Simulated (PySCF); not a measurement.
# C2H3Br: the cost of one run

Programs: PySCF 2.14.0. All values are calculated, for the isolated system unless a continuum is named. Atoms count from 0, parts from 1.

### Step 1. Starting point

6 atoms, charge 0, multiplicity 1; geometry: GFN2-xTB. Parts: 1 = atoms 0–3, `C#C`, charge 0; 2 = atoms 4–5, `Br`, charge 0.

### Step 2. Geometry optimisation at PBE0-D3(BJ)/def2-TZVPD

Job settings and geometry (Å):

```
{"job": {"xc": "PBE0", "basis": "def2-TZVPD", "d3": "d3bj", "grid": 3, "kind": "geom", "shake": 0.01}, "charge": 0, "multiplicity": 1, "parts": [{"atoms": "0-3", "charge": 0, "multiplicity": 1}, {"atoms": "4-5", "charge": 0, "multiplicity": 1}]}
C     -0.496954     0.021898     0.186161
C      0.590709     0.073460    -0.255140
H     -1.516065     0.015253     0.555324
H      1.607941     0.091489    -0.640750
Br     0.369435     3.642183     0.539775
H      0.230470     2.266506     0.314244
```

Launch:

```bash
OMP_NUM_THREADS=1 python cluster_run.py task.json out
```

This one command runs all jobs of the session in turn.

**Question.** How long does this first job take on 1 thread of Arm Neoverse N1, shared host, and how much memory does it need?

About 80 s, with a peak of 0.6 GiB.
